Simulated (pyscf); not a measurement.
**Routes from H₃C–Ga(CH₃)–NH₂ + H•**

Candidate steps break at most two bonds and form at most two. Each was searched with GFN2-xTB (tblite) first. PySCF, gas phase, ωB97X-D3(BJ)/def2-SVP geometries. Energies: ωB97M-D3(BJ)/def2-TZVP, eV, from the separated reactants, doublet surface; ΔG‡ with ideal gas, 1 atm, RRHO with modes under 100 cm⁻¹ raised to 100, one conformer, R ln 2 for chiral ones without a mode under 150 cm⁻¹.

```csv
products,type,ΔE‡,ΔE,ΔG‡ 298 K,ΔG‡ 900 K,ν‡ (cm⁻¹)
H₃C–Ga(CH₃)–NH• + H₂,hydrogen abstraction,0.75,+0.47,0.93,1.50,1055i
CH₄ + [H₃C–Ga–NH₂]•,substitution at C,0.90,-1.40,1.20,1.78,1454i
```

Plain bond fissions and candidates not yet searched are not listed, and one of them may be faster. Each barrier is that of the saddle found; lower ones may exist. Elements up to Kr have no core potential and no relativistic terms here.
